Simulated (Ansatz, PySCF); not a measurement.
Process, species as SMILES: C[Si](N)(N)C [[diamino(methyl)silyl]methane] + 4 [H][H] (H2) -> 2 C (CH4) + 2 N (NH3) + [SiH4] (SiH4)

Quantity: energy of full hydrogenation (electronic), in kcal/mol. Conventions: six Cartesian d functions in 6-31G* and its kin unless marked 5d; valence correlation only; non-relativistic; 6-311+G** with 5d, 6d on Na to Ar in Ansatz (a first-principles code); no dispersion term unless named; spin-orbit terms left out; LANL2DZ with its own core potentials from Na on. Basis-set limits of correlation are two-point, X^-3; Hartree-Fock from the larger set. Ab initio and DFT rows: single points at B3LYP-D3(BJ) geometries (Ansatz).

Coupled cluster (Ansatz) is a level with limits of its own, used here on species with T1 under 0.025 (0.045 for open shells) and stable references: CCSD(T)/CBS(cc-pV(T+d)Z,cc-pV(Q+d)Z).

Value to compare with, CCSD(T)/CBS(cc-pV(T+d)Z,cc-pV(Q+d)Z) (Ansatz): 6.9 kcal/mol.

```tsv
level	program	energy of full hydrogenation (electronic) (kcal/mol)	difference
HF/STO-3G	Ansatz	-10.9	-17.8
HF/3-21G	Ansatz	11.5	4.6
HF/6-311+G**	Ansatz	-17.2	-24.1
SVWN5/6-31G*	Ansatz	5.6	-1.3
PBE/6-311+G**	Ansatz	-5.5	-12.4
BLYP/6-31G*	Ansatz	-3.7	-10.6
BP86/def2-SVP	PySCF	-4.7	-11.6
B3LYP/LANL2DZ	Ansatz	-4.9	-11.8
B3LYP/6-31G	Ansatz	-5.2	-12.1
B3LYP/6-31G*	Ansatz	-5.5	-12.4
B3LYP/def2-SVP	Ansatz	-8.2	-15.1
B3LYP/cc-pVDZ	Ansatz	-13.3	-20.2
MP2/STO-3G	Ansatz	4.1	-2.8
B3PW91/6-31G* (5d)	PySCF	-5.2	-12.1
PBE0/def2-TZVPD	Ansatz	-1.2	-8.1
wB97M-V/def2-TZVPD	Ansatz	5.7	-1.2
```

Among the 14 habitual levels, HF/6-311+G** lies farthest from CCSD(T)/CBS(cc-pV(T+d)Z,cc-pV(Q+d)Z) (Ansatz) (-24.1 kcal/mol) and SVWN5/6-31G* nearest (-1.3); 1 of 14 lie above it, and their mean absolute difference is 12.1 kcal/mol, the median 12.1. One case shows no general order.

The levels are drawn from those run, B3LYP/6-31G* more often than the rest, none by its result; left out are runs that failed, that the program found above a lower state of the same kind, or whose <S^2> lies over 0.5 above the pure value.
